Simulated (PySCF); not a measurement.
Compound: Si(OH)H3.
SMILES: `O[SiH3]`

Computed with PySCF, PBE0-D3(BJ)/def2-SVP geometry optimisation, gas phase.

Take the most abundant isotopes and a rigid rotor. 

Problem. What are A, B and C (MHz)?

Solution. Ia = 6.62, Ib = 37.19, Ic = 37.92 u·Å²; 505379 MHz·u·Å²/I gives A = 76317, B = 13587, C = 13326 MHz.

Problem. Classify the top.

Solution. A near-prolate asymmetric top; Ray's κ = -0.992.

Problem. Is it planar, by Δ = Ic − Ia − Ib?

Solution. Not planar: Δ = Ic − Ia − Ib = -5.89 u·Å². For a rigid frame Δ = −2 Σ m c², so Σ m c² = 2.95 u·Å² lies off the ab plane, practically all of it from hydrogen. The atom farthest from that plane is 1.22 Å away.

Problem. Where do the levels up to J = 4 lie, in MHz?

Solution. Above 0(0,0):
J = 1: 1(0,1) 26913, 1(1,1) 89643, 1(1,0) 89904
J = 2: 2(0,2) 80739, 2(1,2) 143208, 2(1,1) 143992, 2(2,1) 332181, 2(2,0) 332182
J = 3: 3(0,3) 161476, 3(1,3) 223555, 3(1,2) 225124, 3(2,2) 412921, 3(2,1) 412925, 3(3,1) 727223, 3(3,0) 727223
J = 4: 4(0,4) 269121, 4(1,4) 330684, 4(1,3) 333298, 4(2,3) 520574, 4(2,2) 520586, 4(3,2) 834878, 4(3,1) 834878, 4(4,1) 1274899, 4(4,0) 1274899

Problem. Which lines would a microwave search look for?

Solution. The dipole components are |μa| = 0.14 D, |μb| = 1.39 D, |μc| = 0.00 D; the mirror of this Cs structure is the ab plane, so μc vanishes by symmetry and there are no c-type lines. The squared components, which scale the intensities, stand as 0.01 : 1.00 (a : b). Some lines, for components of 0.1 D or more:

```
type  branch         J(Ka,Kc)     MHz  lower level (cm⁻¹)
   a       Q  2(1,1) ← 2(1,2)     784               4.777
   a       R  1(0,1) ← 0(0,0)   26913               0.000
   a       R  2(1,2) ← 1(1,1)   53565               2.990
   a       R  2(0,2) ← 1(0,1)   53826               0.898
   a       R  2(1,1) ← 1(1,0)   54088               2.999
   b       Q  1(1,0) ← 1(0,1)   62991               0.898
   b       Q  2(1,1) ← 2(0,2)   63253               2.693
   b       R  1(1,1) ← 0(0,0)   89643               0.000
   b       R  2(1,2) ← 1(0,1)  116295               0.898
   b       Q  2(2,0) ← 2(1,1)  188190               4.803
   b       Q  2(2,1) ← 2(1,2)  188973               4.777
   b       R  2(2,1) ← 1(1,0)  242277               2.999
   b       R  2(2,0) ← 1(1,1)  242539               2.990
```

Problem. Estimate the classical rotational partition function at 25 K, 200 K and 500 K.

Solution. Point group Cs, symmetry number σ = 1; q = (√π/σ)·√((kT/h)³/(ABC)), k/h = 20836.6 MHz/K: 179 at 25 K, 4060 at 200 K, 16000 at 500 K.

No PBE0-D3(BJ)/def2-SVP frequencies stand behind this structure, so it isn't proved a minimum. Constants of a rigid frame at the computed geometry: no zero-point averaging, no centrifugal distortion. A rigid rotor knows nothing of internal rotation, which can split or shift real lines.

The run took 3.4 s on Arm Neoverse V1, one thread, no GPU, shared host. These figures are those of the optimisation.
